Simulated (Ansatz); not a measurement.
Ansatz (a quantum-chemistry and plane-wave program) input:

Ansatz 0.2 input:
```yaml
crystal:
  periodic: [false, false, false]
  atoms:
    - {symbol: C, position_ang: [-0.00108478, 0.01125913, 0.11444147]}
    - {symbol: C, position_ang: [-0.01259876, 0.13076463, 1.32913478]}
    - {symbol: C, position_ang: [0.01178222, -0.12228971, -1.24299295]}
    - {symbol: H, position_ang: [-0.02261568, 0.23473201, 2.38589352]}
    - {symbol: H, position_ang: [0.94544728, -0.15717806, -1.78780376]}
    - {symbol: H, position_ang: [-0.91142373, -0.19595820, -1.80158956]}
basis:
  gaussian:
    orbitals: aug-cc-pVDZ
magnetization: {spin_polarized: true, initial_magnetization: 1}
correlation: {method: ccsd_t, electrons: outside_noble_gas}
output: {forces: true}
```

Problem. Predict the final energy.

Solution. -115.67995 Eh (CCSD(T)/aug-cc-pVDZ). The basis has 96 functions.

It need not be the lowest isomer of its formula.

The determinant is spin-contaminated: <S^2> is 0.95 against 0.75 for a pure state.
